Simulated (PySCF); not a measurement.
C₅H₅ (doublet state).
Geometry (GFN2-xTB, Å), atoms numbered from 1 in this order:
```xyz
10
C5H5 angstrom
C      0.041   -1.087   -0.460
C     -1.092   -0.484    0.144
C     -0.731    0.770    0.544
C      0.669    0.973    0.183
C      1.117   -0.165   -0.423
H      0.077   -2.078   -0.875
H     -2.053   -0.948    0.258
H     -1.345    1.500    1.038
H      1.223    1.873    0.375
H      2.102   -0.348   -0.807
```

The species is `C1C=C[CH]C=1` [radical].

Method: UKS B3LYP, pcH-1 on C H, non-relativistic, mean-field spin-orbit, GIAO (PySCF 2.14.0). Isolated species at its GFN2-xTB geometry, gas phase. A GFN2-xTB geometry isn't a minimum of the functional, and hyperfine couplings can be far from their values at a DFT geometry. The SCF solution wasn't tested for stability.

**Question.** What is the g tensor, term by term?

**Answer.** 
```tsv
Δg (ppm)	1	2	3
relativistic mass correction	-135	-135	-135
gauge correction	3	35	28
orbital Zeeman/spin–orbit	12	188	724
total	-119	88	617
```

So g = 2.00220, 2.00241, 2.00294 and g_iso = 2.00251; the tensor is rhombic: the two nearest values differ by 28 % of g3 − g1. Axes: g1 is normal to the molecular plane, g2 points within 1° of the C1–H6 bond and g3 points within 1° of the C3–C4 bond.

**Question.** What are the electron Larmor frequencies g μB B/h along the three axes at 350 mT?

**Answer.** 9.8081, 9.8092, 9.8118 GHz for g1, g2 and g3, a range of 3.6 MHz.

**Question.** What effective moment and Curie constant follow for a powder?

**Answer.** With the mean of g² = 4.0101 and S(S+1) = 0.75: μ_eff = √(⟨g²⟩S(S+1)) = 1.734 μB and χT = 0.12505·⟨g²⟩·S(S+1) = 0.376 cm³ K/mol (cgs; spin-Hamiltonian part alone).

**Question.** At 94.383 GHz, how far is the centre of the isotropic spectrum from where a free electron (g = 2.002319) resonates?

**Answer.** B = hν/(g μB) with μB/h = 13.99624 MHz/mT gives 3367.82 mT for the free electron and 3367.49 mT at g_iso, 0.33 mT lower.

**Question.** In a frozen sample, at which fields do the three g values resonate at 9.5, 34, 94 and 263 GHz (hyperfine left aside), and which band first spreads them over more than twice a line width of 0.3 mT?

**Answer.** 
```
band    GHz  B(g3) mT  B(g2) mT  B(g1) mT  spread mT
   X    9.5    338.88    338.97    339.00       0.12
   Q   34.0   1212.83   1213.15   1213.28       0.45
   W   94.0   3353.12   3354.01   3354.35       1.23
   J  263.0   9381.60   9384.08   9385.05       3.45
```

The spread grows in proportion to the frequency. W band is the first where it exceeds 0.6 mT.

The Mulliken spin populations are largest on C1 (+0.62), C4 (+0.35), C3 (+0.34) and C5 (-0.13). Three atoms exceed +0.15. The positive populations add up to 1.32 and the negative ones to -0.32, together 2S = 1. The angles at C1 add up to 360.0°, so it is planar.

The HOMO–LUMO gaps are 7.47 eV among the α and 2.27 eV among the β orbitals.

The run took 18 s on an Arm Neoverse V1 with one thread, no GPU (shared host).
